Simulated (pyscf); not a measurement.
# Multi-bond step: H₃Sn–SnH₃ + H₂ → SnH₂ [singlet] + SnH₄ + H₂

Gas phase, singlet surface, charge 0. Bonds broken: Sn1–Sn2, Sn1–H5, H9–H10. Bonds formed: Sn2–H10, H5–H9. Structures and frequencies: ωB97X-D3(BJ)/def2-SVP in PySCF.

Transition state (Å):

```xyz
10

Sn     0.1613    -1.5291     0.4833
Sn     0.0778     1.1540     1.0855
H      1.0679    -2.5119     1.5872
H     -1.3705    -2.3416     0.4961
H      1.0478    -0.6882    -1.3718
H      1.3027     1.9506     1.9596
H     -0.5720     0.0464     2.3674
H     -1.2876     2.1310     0.8028
H      1.1135     0.2533    -1.3739
H      0.8826     1.0809    -0.7288
```

One imaginary mode, 1167i cm⁻¹; descent along it reached the two sides named, in the forms told below.

```json
[
 {"bond": "Sn1–Sn2", "change": "breaks", "reactant side (Å)": "2.7", "saddle": "2.8", "product side": "3.2"},
 {"bond": "Sn1–H5", "change": "breaks", "reactant side (Å)": "1.709", "saddle": "2.221", "product side": "3.6"},
 {"bond": "H9–H10", "change": "breaks", "reactant side (Å)": "0.760", "saddle": "1.074", "product side": "3.2"},
 {"bond": "Sn2–H10", "change": "forms", "reactant side (Å)": "3.5", "saddle": "1.986", "product side": "1.696"},
 {"bond": "H5–H9", "change": "forms", "reactant side (Å)": "2.8", "saddle": "0.944", "product side": "0.761"}
]
```

Electronic energies relative to the separated reactants (kcal/mol):

```tsv
level	barrier	reaction energy	reverse barrier
ωB97X-D3(BJ)/def2-TZVP	62.6	+42.6	20.0
PBE/def2-TZVP	49.0	+31.8	17.1
r²SCAN/def2-TZVP	53.9	+35.3	18.7
B3LYP-D3(BJ)/def2-TZVP	55.3	+30.5	24.8
PBE0-D3(BJ)/def2-TZVP	55.3	+36.0	19.3
M06-2X/def2-TZVP	61.5	+30.6	30.9
ωB97M-D3(BJ)/def2-TZVP	62.6	+31.5	31.1
HF/def2-TZVP	86.3	+27.1	59.2
```

With ωB97M-D3(BJ)/def2-TZVP energies and thermal terms (ideal gas, 1 atm, RRHO with modes under 100 cm⁻¹ raised to 100, one conformer, R ln 2 for chiral ones without a mode under 150 cm⁻¹), in kcal/mol:

| T (K) | ΔH‡ | ΔG‡ | ΔH | ΔG |
|---|---|---|---|---|
| 298 | 61.3 | 68.8 | +29.2 | +19.5 |
| 600 | 60.7 | 76.8 | +28.4 | +10.0 |
| 900 | 60.8 | 84.8 | +27.4 | +1.1 |
| 1200 | 61.2 | 92.8 | +26.3 | -7.5 |

On the product side the descent ends in an adduct with a Sn–Sn contact (not fully relaxed), 11.6 kcal/mol under the separated species and 31.6 kcal/mol under the saddle at ωB97X-D3(BJ)/def2-TZVP. What is counted as broken (Sn–Sn) persists as a longer contact in the product adduct; parting that adduct is a step of its own. One saddle was located; it need not be the lowest between these sides. Elements past Kr carry the def2 core potentials, without spin-orbit coupling.
